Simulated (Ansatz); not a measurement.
**One elementary step**

Start structure (SiH$_{6}$F$_{2}$, singlet), relaxed at PBE0-D4/def2-TZVP:

```
9
angstrom
Si -1.1031 -0.7694 -0.3259
H -0.1235 -0.9664 0.7938
H -2.0879 -1.8702 -0.1909
H -0.3750 -0.8685 -1.6089
H -1.7568 0.5454 -0.1527
H 1.4626 1.5763 -0.1178
F 0.9781 1.8365 -0.8697
H 1.1602 -0.0577 1.2018
F 1.8455 0.5741 1.2703
```

The step: SiH₄ + HF + HF → SiH₃F ([F][SiH3]) + HF + H₂; bonds formed: Si1–F7, H2–H8, H6–F9; bonds broken: Si1–H2, H6–F7, H8–F9. Ansatz 0.2.0; basis: def2-TZVPP and def2-QZVPP; cores frozen in the correlated methods. Extrapolation: Hartree–Fock as exp(−7.88 √X), correlation as X^−2.97. Energies below are by CCSD(T) at an estimated basis limit (MP2 extrapolated from triple and quadruple zeta, plus CCSD(T) − MP2 in triple zeta).

**Question.** What are the electronic barrier and the energy of the step, from the start structure to the end structure? (Judge from chemistry; the value comes from the calculation.)

**Answer.** Computed: Barrier 145.5 kJ/mol; step energy -97.9 kJ/mol (downhill); reverse barrier, their difference, 243.3 kJ/mol. Barrier and step energy count from the start structure, the reverse barrier from the end structure.

The saddle point: One imaginary mode of 1098i cm⁻¹.
| pair | start (Å) | saddle (Å) | end (Å) |
| --- | --- | --- | --- |
| Si1–F7 | 3.38 | 1.91 | 1.62 |
| H2–H8 | 1.62 | 0.93 | 0.75 |
| H6–F9 | 1.75 | 1.10 | 0.93 |
| Si1–H2 | 1.50 | 1.67 | 4.27 |
| H6–F7 | 0.93 | 1.17 | 1.78 |
| H8–F9 | 0.93 | 1.24 | 2.55 |

Zero-point energy (harmonic, PBE0-D4): ZPE is 144.6 kJ/mol at the start and 139.5 kJ/mol at the saddle, so the barrier goes from 145.5 to 140.3 kJ/mol.

No T1 diagnostic of these runs exceeds 0.013. The start structure is not quite a true minimum (one mode of 47i cm⁻¹). The end structure is not quite a true minimum (one mode of 27i cm⁻¹).

Labels in which every atom is bracketed show which atoms are joined, not bond orders.

For scale, one of the runs: CCSD(T)/def2-TZVPP, 188 basis functions, launched by `ansatz run in.yaml --threads 2 --pin off --events-out ev --progress --plain --max-ram 4352MiB`. Hardware: 2 CPU threads of an Intel Xeon Platinum 8259CL, shared host. Wall time 37 s; peak host memory 2.1 GiB.
